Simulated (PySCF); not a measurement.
## AlO: g tensor and hyperfine couplings

Compound: AlO (doublet state).
Atom-mapped SMILES: `[O:1]=[Al:2]`

Level of theory: UKS B3LYP, IGLO-III on Al O, non-relativistic, mean-field spin-orbit, GIAO (PySCF). Isolated species at its PBE0-D3(BJ)/def2-SVP geometry, gas phase.

```json
{
 "g1, g2, g3": "2.00212, 2.00303, 2.00304",
 "g_iso": "2.00273",
 "Form of g": "axial",
 "⟨S²⟩": "0.7586 (exact 0.7500)",
 "α and β electrons": "11, 10",
 "HOMO–LUMO gap, α and β orbitals": "5.98, 2.89 eV",
 "Total energy": "-317.67566 Eh"
}
```

Hyperfine couplings atom by atom, in mT; T1 to T3 are the principal values of the dipolar part (MHz turned into mT with g_iso):

| atom | isotope | a_iso | of which spin–orbit | T1 | T2 | T3 | Mulliken spin population |
| --- | --- | --- | --- | --- | --- | --- | --- |
| O1 | 17O | 0.23 | -0.06 | -4.68 | 2.34 | 2.34 | 0.41 |
| Al2 | 27Al | 18.52 | -0.07 | -2.10 | -2.10 | 4.20 | 0.59 |

Largest spin populations (Mulliken): Al2 (+0.59) and O1 (+0.41).

Al2, the radical centre as drawn in `[O]=[Al]`, holds a spin population of +0.59 out of 1.

Axes: g1 lies along the molecular axis.

Under fast tumbling the dipolar parts average out, and these isotropic splittings remain: 1 × 27Al (Al2, I = 5/2, 6 lines) with 18.52 mT.

The 17O coupling of O1 (6.5 MHz) shows only in satellite lines or after enrichment, since that isotope makes up about 0.038 % of natural oxygen.

Hardware: one thread of an x86-64 server, no GPU, shared host. Cost: 3.1 s of wall time.
